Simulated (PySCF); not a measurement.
All of these have the formula C5H7P. Computed with TDDFT PBE0/def2-SVPD, vertical, gas phase, core orbitals frozen in the response (PySCF). Geometries: GFN2-xTB; one conformer of each isolated species. Triplets are in the Tamm–Dancoff approximation.

A. `C#CP(C)C=C`
B. `Cc1ccc[pH]1`
C. `C#CP1CCC1`

Lowest singlet levels (six at most, fewer where fewer were computed) with oscillator strengths:

1. 269 nm (f 0.064); 239 nm (f 0.076); 211 nm (f 0.001); 202 nm (f 0.015); 189 nm (f 0.002); 187 nm (f 0.001); T1 2.93 eV
2. 250 nm (f 0.019); 217 nm (f 0.042); 194 nm (f 0.010); 193 nm (f 0.015); 188 nm (f 0.008); 184 nm (f 0.178); T1 4.20 eV
3. 237 nm (f 0.041); 225 nm (f 0.089); 209 nm (f 0.094); 194 nm (f 0.004); 189 nm (f 0.013); 187 nm (f 0.024); T1 4.06 eV

Question: Which spectrum belongs to which structure?

Answer: 1 = B, 2 = C, 3 = A.
- A: S1 at 5.23 eV, HOMO→LUMO+1 (49%), HOMO→LUMO (39%); Löwdin shares by element: HOMO phosphorus 43%, carbon 33% or more (atoms not listed hold the other 24%); LUMO carbon 60% or more, phosphorus 14% (atoms not listed hold the other 26%); HOMO -6.69 and LUMO -0.29 eV.
- B: S1 at 4.61 eV, HOMO→LUMO (96%); Löwdin shares by element: HOMO carbon 82% or more (atoms not listed hold the other 18%); LUMO carbon 52% or more, phosphorus 14% (atoms not listed hold the other 34%); HOMO -6.50 and LUMO -1.05 eV.
- C: S1 at 4.95 eV, HOMO→LUMO (96%); Löwdin shares by element: HOMO phosphorus 45%, carbon 35% or more (atoms not listed hold the other 20%); LUMO carbon 47% or more, phosphorus 28% (atoms not listed hold the other 25%); HOMO -6.63 and LUMO -0.31 eV; point group Cs.
